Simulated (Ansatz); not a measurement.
## Worked example: correlation energy of H3Ge–AsH2, singlet

Geometry: a PBE0/def2-TZVP stationary point for this spin, not checked as a minimum.

```yaml
atoms:
  - { symbol: Ge, position_ang: [-0.0189, 0.0000, 1.2139] }
  - { symbol: As, position_ang: [0.0455, 0.0000, -1.2120] }
  - { symbol: H, position_ang: [0.7270, -1.2471, 1.7160] }
  - { symbol: H, position_ang: [0.7158, 1.2538, 1.7162] }
  - { symbol: H, position_ang: [-1.4493, -0.0064, 1.7767] }
  - { symbol: H, position_ang: [-1.0095, -1.0942, -1.3028] }
  - { symbol: H, position_ang: [-1.0083, 1.0956, -1.3031] }
```

Basis cc-pVDZ; Ansatz 0.2.0. Only valence electrons are correlated (noble-gas cores and the filled d shells of p-block atoms frozen), which leaves 14 electrons in 51 orbitals. Prefix R: restricted or restricted open-shell reference. No spin–orbit coupling is included, and no scalar relativity.

Full CI isn't at hand for all of this; RCCSDT(Q) serves as the reference, and is uncertain by the last step of the cluster series or more.

RCCSD has a T1 diagnostic of 0.011 and a largest doubles amplitude of 0.06.

Runs differ by some tens of microhartree through their thresholds, so steps under 0.03 kcal/mol mean nothing.

| level | total energy (hartree) |
| --- | --- |
| RHF | -4312.408724 |
| RMP2 | -4312.626441 |
| RCCSD | -4312.672100 |
| RCCSD(T) | -4312.678760 |
| RCCSDT | -4312.679815 |
| RCCSDT(Q) | -4312.680139 |

Q: What is the correlation energy at RCCSDT(Q), and what share of it do RMP2 and RCCSD(T) recover?

A: E(corr) = -4312.680139 − (-4312.408724) = -0.271415 hartree = -7.386 eV. RMP2: -0.217717 / -0.271415 = 80.22 %. RCCSD(T): -0.270036 / -0.271415 = 99.49 %.

Q: By how many kcal/mol does RCCSD(T) miss RCCSDT(Q) (1 hartree = 627.509 kcal/mol), and which steps make up the rest?

A: -4312.678760 − (-4312.680139) = 0.001379 hartree = 0.87 kcal/mol. Steps: RCCSDT − RCCSD(T) = -0.66, RCCSDT(Q) − RCCSDT = -0.20 kcal/mol. Differences between like states or geometries often cancel part of this.
